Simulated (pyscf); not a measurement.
## Multi-bond step: F–CH₂–Ga(F)–Cl (SMILES F[CH2][Ga]([F])[Cl]) + H₂ (SMILES [H][H]) → CH₄ (SMILES C) + F–Ga(F)–Cl (SMILES [F][Ga]([F])[Cl])

Gas phase, singlet surface, charge 0. Bonds broken: C1–Ga2, C1–F4, H5–H9. Bonds formed: C1–H5, C1–H9, Ga2–F4. PySCF, gas phase, ωB97X-D3(BJ)/def2-SVP geometries.

Transition state (Å):

```xyz
9

C      0.4161     0.6855     0.0049
Ga    -1.3688     1.3429    -0.6455
F     -2.6727     0.1744    -0.5885
F     -0.8191     1.9102     1.0329
H      1.6156    -0.4312    -0.8390
H      1.2627     1.3818     0.0299
H      0.4400    -0.0777     0.7919
Cl    -1.4447     2.8375    -2.1660
H      0.9680    -0.2808    -1.2563
```

One imaginary mode, 610i cm⁻¹; descent along it reached the two sides named, in the forms told below.

```json
[
 {"bond": "C1–Ga2", "change": "breaks", "reactant side (Å)": "1.971", "saddle": "2.010", "product side": "2.7"},
 {"bond": "C1–F4", "change": "breaks", "reactant side (Å)": "1.387", "saddle": "2.021", "product side": "3.2"},
 {"bond": "H5–H9", "change": "breaks", "reactant side (Å)": "0.763", "saddle": "0.785", "product side": "1.766"},
 {"bond": "C1–H5", "change": "forms", "reactant side (Å)": "3.2", "saddle": "1.843", "product side": "1.099"},
 {"bond": "C1–H9", "change": "forms", "reactant side (Å)": "3.3", "saddle": "1.682", "product side": "1.103"},
 {"bond": "Ga2–F4", "change": "forms", "reactant side (Å)": "2.8", "saddle": "1.855", "product side": "1.739"}
]
```

Electronic energies relative to the separated reactants (kJ/mol):

| level | barrier | reaction energy | reverse barrier |
|---|---|---|---|
| ωB97X-D3(BJ)/def2-TZVP | 115.3 | -205.2 | 320.5 |
| PBE/def2-TZVP | 111.8 | -199.5 | 311.3 |
| r²SCAN/def2-TZVP | 99.9 | -210.2 | 310.0 |
| B3LYP-D3(BJ)/def2-TZVP | 112.1 | -204.8 | 316.8 |
| PBE0-D3(BJ)/def2-TZVP | 116.8 | -205.2 | 322.0 |
| M06-2X/def2-TZVP | 114.9 | -212.3 | 327.2 |
| ωB97M-D3(BJ)/def2-TZVP | 114.6 | -211.1 | 325.8 |
| HF/def2-TZVP | 122.5 | -237.7 | 360.1 |

With ωB97M-D3(BJ)/def2-TZVP energies and thermal terms (ideal gas, 1 atm, RRHO with modes under 100 cm⁻¹ raised to 100, one conformer, R ln 2 for chiral ones without a mode under 150 cm⁻¹), in kJ/mol:

```json
[
 {"T (K)": "298", "ΔH‡": "113.4", "ΔG‡": "149.0", "ΔH": "-195.1", "ΔG": "-199.1"},
 {"T (K)": "600", "ΔH‡": "114.1", "ΔG‡": "184.9", "ΔH": "-200.7", "ΔG": "-201.0"},
 {"T (K)": "900", "ΔH‡": "115.6", "ΔG‡": "220.0", "ΔH": "-205.5", "ΔG": "-200.1"},
 {"T (K)": "1200", "ΔH‡": "117.1", "ΔG‡": "254.6", "ΔH": "-209.1", "ΔG": "-197.7"}
]
```

On the product side the descent ends in a complex, 23.4 kJ/mol under the separated species and 343.9 kJ/mol under the saddle at ωB97X-D3(BJ)/def2-TZVP. This saddle turned up in a search for another step; its sides and bond changes are read from the two ends of the descent. One saddle was located; it need not be the lowest between these sides. Elements up to Kr have no core potential and no relativistic terms here.
